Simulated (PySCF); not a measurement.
PySCF input for methanol cation (CH₄O), SMILES CO (connectivity only; charge and spin as stated), charge +1, multiplicity 2, SMD-ωB97X/def2-SVP. The structure is a stationary point at ωB97X-D3(BJ)/def2-TZVP. The spin state was assumed, not searched.

```python
import numpy as np
from pyscf import gto, scf, dft
from pyscf.solvent import smd

mol = gto.M(
    atom='''
    C    -0.06760356   -0.63489517    0.00000000
    O     0.13153064    0.70507233    0.00000000
    H     0.57627045   -1.04725445    0.82743835
    H     0.57627046   -1.04725444   -0.82743836
    H    -1.10068290   -0.97334067   -0.00000001
    H    -0.69848176    1.23664191   -0.00000000
    ''',
    basis='def2-SVP',
    charge=1,
    spin=1,
    max_memory=1600,
    verbose=3,
)
mf = dft.UKS(mol, xc='wb97x').density_fit(auxbasis='def2-universal-jkfit')
mf.grids.level = 3
mf.conv_tol = 1e-9
mf.max_cycle = 100
mf.kernel()
fine, coarse = mf.grids, dft.Grids(mol).set(level=1).build(with_non0tab=True)
for _ in range(3):  # follow internal instabilities
    mf.grids = coarse
    mo, _, stable, _ = mf.stability(return_status=True, nroots=4)
    mf.grids = fine
    if stable:
        break
    mf.kernel(mf.make_rdm1(mo, mf.mo_occ))
res = {}
for name in ['water', 'chloroform', 'dimethylsulfoxide']:
    s = mf.SMD()
    s.with_solvent.solvent, s.with_solvent.sasa_ng = name, 302
    s.kernel(mf.make_rdm1())
    res[name] = (s.e_tot, s.with_solvent.get_cds(), s.dip_moment(), s.mo_energy, s.converged)
    print(f'SMD {name}: dG(solv) = {(s.e_tot - mf.e_tot) * 627.509474:.3f} kcal/mol, of which CDS {res[name][1] * 627.509474:.3f}')
```

It prints:

```

WARN: HOMO -0.329214876355183 >= LUMO -0.329214876355183

converged SCF energy = -115.211405403169  <S^2> = 0.75442708  2S+1 = 2.0044222
<class 'pyscf.df.df_jk.DFUKS'> wavefunction is stable in the internal stability analysis
converged SCF energy = -115.338494368905  <S^2> = 0.75440972  2S+1 = 2.0044049

WARN: System has nonzero charge 1; the dipole moment is origin-dependent.
Location of origin: [0. 0. 0.]

Dipole moment(X, Y, Z, Debye): -1.42700, -0.56361, -0.00000
SMD water: dG(solv) = -79.750 kcal/mol, of which CDS 2.912
converged SCF energy = -115.30942265223  <S^2> = 0.75435041  2S+1 = 2.0043457

WARN: System has nonzero charge 1; the dipole moment is origin-dependent.
Location of origin: [0. 0. 0.]

Dipole moment(X, Y, Z, Debye): -1.34021, -0.88432, -0.00000
SMD chloroform: dG(solv) = -61.507 kcal/mol, of which CDS 0.261
converged SCF energy = -115.32723191016  <S^2> = 0.75427969  2S+1 = 2.0042751

WARN: System has nonzero charge 1; the dipole moment is origin-dependent.
Location of origin: [0. 0. 0.]

Dipole moment(X, Y, Z, Debye): -1.32047, -1.16017, -0.00000
SMD dimethylsulfoxide: dG(solv) = -72.682 kcal/mol, of which CDS 0.168
```

Self-consistency was reached.
